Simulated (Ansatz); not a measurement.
System: phosphine, PH3, net charge 0, singlet state. SMILES: P
Coordinates optimised at B3LYP-D3(BJ)/def2-TZVP (Ansatz, a first-principles code):
```
P
H 1 1.4188
H 1 1.4188 2 93.38
H 1 1.4188 2 93.38 3 93.59
```
Charge 0, spin multiplicity 1.

Quantity: vertical triplet-singlet gap (E(triplet) - E(singlet); each state is the SCF solution reached for its spin; the molecule has degenerate orbitals, so one determinant may break the symmetry), in kcal/mol. Valence correlation only, unless marked. UHF or UKS for open shells. No spin-orbit coupling. No relativistic terms. CBS(X,Y): correlation extrapolated as X^-3; Hartree-Fock from the larger set. The bracket is a focal-point correction in the basis named.

```tsv
level	program	vertical triplet-singlet gap (kcal/mol)
HF/def2-QZVPPD	Ansatz	122.0
RI-HF/def2-TZVPPD	Ansatz	122.5
```

Q: What does RI-MP2/CBS(def2-TZVPPD,def2-QZVPPD)+[CCSD(T)-MP2]/def2-QZVPPD (Ansatz) give?

A: 138.5 kcal/mol
